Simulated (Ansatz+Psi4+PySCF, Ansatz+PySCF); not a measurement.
Two shapes of doublet CH3S.

Shape 1:

```xyz
5

C    -0.0101    1.1007    0.0055
S     0.0007   -0.6982   -0.0069
H     1.0358    1.4313   -0.0051
H    -0.4726    1.5058    0.8882
H    -0.4776    1.5167   -0.8898
```

Shape 2:

```xyz
5

C    -0.0039    1.0962    0.0000
S    -0.0039   -0.6526    0.0000
H     1.0433    1.4171    0.0000
H    -0.4792    1.4984    0.8952
H    -0.4792    1.4984   -0.8952
```

Basis set: cc-pVTZ on H, C; cc-pV(T+d)Z on S (spherical functions). Correlated methods keep 6 orbitals frozen. Correlation on ROHF uses semicanonical orbitals with singles. Charge 0, multiplicity 2.

Computed with Ansatz (development build ahead of 0.2.0) and Psi4 1.11; each method stands on the lowest determinant of its kind that the runs found.

**Question.** Which shape is lower in energy, and by how much in each method?

**Answer.**

```
      method  E(2) − E(1) (eV)
        ROHF             0.026
         UHF             0.025
    ROHF-MP2             0.014
     UHF-MP2             0.015
ROHF-CCSD(T)             0.025
```

Shape 1 is lower.
